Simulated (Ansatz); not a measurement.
fcc Pb was calculated with PBEsol in Ansatz (PAW).

Numerical settings: plane-wave cutoff 520 eV, 20×20×20 k mesh, Fermi–Dirac smearing 0.05 eV, scalar-relativistic PAW data made under PBE.

Cell (relaxed at this level):

```
Pb
1.0
    0.00000     2.46670     2.46670
    2.46670     0.00000     2.46670
    2.46670     2.46670     0.00000
Pb
1
Cartesian
  0.00000   0.00000   0.00000
```

Problem. Estimate the bulk modulus B0 and pressure derivative B′ of the bulk modulus that the calculation returns.

Solution. 
* **bulk modulus B0**: 47.2 GPa
* **pressure derivative B′ of the bulk modulus**: 5.1

The run finds no gap.

Measured, for comparison: bulk modulus 47 GPa (corrected for temperature and zero-point phonon effects; as tabulated in Levämäki et al. (2014), arXiv:1402.3671). Computed (rounded) less measured: bulk modulus +0.4 %.

Spin–orbit coupling is not included; it can shift volumes and moduli of such heavy elements.

Static lattice: no zero-point or thermal effects.

Ansatz is an electronic-structure program.
